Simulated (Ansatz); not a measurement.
Candidates: CaMoO4 (I4₁/a, No. 88), B2O3 (P3₁21, No. 152), Tl2O (R-3m, No. 166), MgCO3 (R-3c, No. 167), PbSeO3 (P2₁/m, No. 11), SrMoO4 (I4₁/a, No. 88). Level: PBEsol (Ansatz, a quantum-chemistry and plane-wave program, plane waves, PAW).

Ansatz's runs of these crystals have no spin polarisation.

Spin–orbit coupling is left out, also for the solids with elements from indium on (Tl2O, PbSeO3); its size isn't shown.

Ansatz's density-functional and Hartree–Fock values are scalar-relativistic unless marked +SOC, with PAW data made under PBE.

Problem. Which of them have a computed equilibrium volume per atom between 11 and 15 Å³/atom?

Solution. CaMoO4 (I4₁/a, No. 88), SrMoO4 (I4₁/a, No. 88). The values: CaMoO4 (I4₁/a, No. 88) 12.76 Å³/atom; B2O3 (P3₁21, No. 152) 9.14 Å³/atom; Tl2O (R-3m, No. 166) 22.32 Å³/atom; MgCO3 (R-3c, No. 167) 9.32 Å³/atom; PbSeO3 (P2₁/m, No. 11) 15.64 Å³/atom; SrMoO4 (I4₁/a, No. 88) 14.36 Å³/atom.
